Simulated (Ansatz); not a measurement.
# BN2 (quartet): from Hartree-Fock to the top rungs at a displaced geometry (v2), cc-pVDZ

The task here is to estimate one member of a computed series from the others.

The runs use Ansatz 0.2.0, Gaussian basis; cc-pVDZ, core rule «outside noble gas», up to 3 orbitals frozen.

To be run: UHF; CCSD(T) on ROHF; CCSD(T) on UHF; BCCD(T) on ROHF; CISD; CCSDT(Q) on ROHF; CCSDT(Q) on UHF.

36 further runs of the same task are left out: 12 for a known fault of the program, 12 that didn't finish, 12 set aside as unsound or not needed.

### The system

The geometry is a PBE0/def2-TZVP stationary point (not a proven minimum) with its atoms shifted at random (size 0.100 Å).

3 atoms, charge 0, spin multiplicity 4.

Atoms are counted from 1 here; the program's logs count them from 0.

Bond lengths: B1–N2 1.313 Å, N2–N3 1.181 Å. Angles: B1–N2–N3 168.9°.

Coordinates:

```
atom    x (Å)    y (Å)    z (Å)
  B1   0.0844   0.0052   1.2610
  N2  -0.0805   0.0136  -0.0416
  N3  -0.0039  -0.0188  -1.2194
```

The first run:

File in.yaml:

```yaml
crystal:
  periodic: [false, false, false]
  atoms:
    - {symbol: B, position_ang: [0.084376, 0.005225, 1.260998]}
    - {symbol: N, position_ang: [-0.080498, 0.013599, -0.041609]}
    - {symbol: N, position_ang: [-0.003878, -0.018825, -1.219389]}
basis:
  gaussian: {orbitals: cc-pVDZ}
magnetization: {spin_polarized: true, initial_magnetization: 3}
hamiltonian: {xc: hf}
output: {orbitals: {seedname: orbitals}}
```

The run is started by

```sh
$ ansatz run in.yaml --threads 1 --pin off --events-out ev --progress --plain --max-ram 2393MiB
```

Among the steps run: UHF; CCSD(T) on ROHF; CCSD(T) on UHF; BCCD(T) on ROHF; CISD; CCSDT(Q) on ROHF; CCSDT(Q) on UHF.

One table of the session follows, with a row left open; its other results are not shown here.

| method | from UCCSDT(Q) (meV) |
| --- | --- |
| ROHF | +10761.6 |
| UHF | +9638.7 |
| RMP2 | +611.1 |
| UMP2 | +1329.8 |
| CISD | +1393.0 |
| RCCSD | +487.7 |
| UCCSD | ? |
| RCCSD(T) | +66.0 |
| UCCSD(T) | +81.0 |
| BCCD(T) | +73.8 |
| RCCSDT | +53.7 |
| UCCSDT | +44.7 |
| RCCSDT(Q) | +0.6 |
| UCCSDT(Q) | 0 |

Estimate the missing values for UCCSD.

**Answer.** from UCCSDT(Q) (meV): +444.2. In the column «from UCCSDT(Q) (meV)» it lies between UCCSD(T) (+81.0) and RCCSD (+487.7).

Limits of these values: Restricted and unrestricted rows rest on different reference determinants; where their highest levels disagree by more than a few hundredths of an eV, they describe different states and don't form one ladder.
